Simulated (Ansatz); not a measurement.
Chalcopyrite ZnSnAs2 was calculated with PBEsol in Ansatz (PAW).

Run with plane-wave cutoff 520 eV, 8×8×8 k mesh, Fermi–Dirac smearing 0.01 eV, scalar-relativistic PAW data made under PBE.

A third-order Birch–Murnaghan fit to the energies gives V0 = 25.012 Å³/atom, B0 = 61.0 GPa, B′ = 4.5.

```
V (Å³/atom)     P (GPa)
-----------  ----------
24.012       (withheld)
24.512       (withheld)
25.012           -0.002
25.513           -1.155
26.013       (withheld)
```

Task: Estimate the withheld pressures from this fit; the answers are the runs' own values.

Result: 
- 24.012, P (GPa): 2.731
- 24.512, P (GPa): 1.291
- 26.013, P (GPa): -2.189

The formula P = (3/2) B0 (x^(7/3) − x^(5/3)) [1 + (3/4)(B′ − 4)(x^(2/3) − 1)] with x = V0/V meets the computed pressures within 0.01 GPa when these rounded values are put in.

Shape and atoms are relaxed at each volume.

Note: the gap of the solid is closed in this run; this level leaves the solid without a gap, although one is measured; the bulk modulus comes from volumes at which shape and atoms were relaxed.

Spin–orbit coupling is not included; it can open a gap where bands touch, and shift volumes and moduli.

Static lattice: no zero-point or thermal effects.

It cost around 30 core-minutes (rough) of CPU time.

Ansatz is an electronic-structure program.
